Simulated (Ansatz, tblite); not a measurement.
Cost and result up the ladder for P4⁻ (the lowest doublet isomer of a short search) (4 atoms). Total charge -1; doublet. Geometry: B3LYP-D4/def2-TZVPD.

```xyz
4

P     0.7199    0.3055    0.9990
P    -0.5938   -1.1206    0.0336
P     1.0573   -0.2047   -1.1364
P    -1.1834    1.0198    0.1039
```

Ansatz on 4 threads of Arm Neoverse V1 on a shared host; xTB runs through tblite on one thread. Times are rough, summed over both states, and most runs start from the orbitals of an earlier one. No level here is sound enough to serve as a yardstick. The other state is a singlet.

The xTB rows come from tblite. Correlated methods freeze 20 core orbitals. The structure comes from a short search, and lower isomers may exist.

Run but left out: HF/def2-TZVPPD (neutral singlet: restricted singlet, unstable towards broken spin symmetry).

Correlated methods converge slowly with the basis.

Raw xTB energies of ions are shifted by several eV, and xTB has no spin-polarisation term.

| level | functions | wall time |
| --- | --- | --- |
| GFN1-xTB | 36 | 0.008 s |
| GFN2-xTB | 36 | 0.008 s |
| PBE-D4/def2-TZVPD | 172 | 3.8 s |
| PBE0-D4/def2-TZVPD | 172 | 5.9 s |
| r2SCAN-D4/def2-TZVPD (with forces) | 172 | 9.6 s |
| CCSD(T)/def2-TZVPPD | 192 | 41 s |

(1) Estimate what each level gives for the vertical IE (eV).

## Answers

(1) 
```
                             level  vertical IE (eV)                                                                remarks
                          GFN1-xTB              4.00                                                                      –
                          GFN2-xTB              6.66                                                                      –
                 PBE-D4/def2-TZVPD              1.54  HOMO above zero (-1 doublet), restricted SCF unstable in HF (singlet)
                PBE0-D4/def2-TZVPD              1.68  HOMO above zero (-1 doublet), restricted SCF unstable in HF (singlet)
r2SCAN-D4/def2-TZVPD (with forces)              1.65  HOMO above zero (-1 doublet), restricted SCF unstable in HF (singlet)
               CCSD(T)/def2-TZVPPD              1.41          large T1 (0.020) (singlet), restricted SCF unstable (singlet)
```
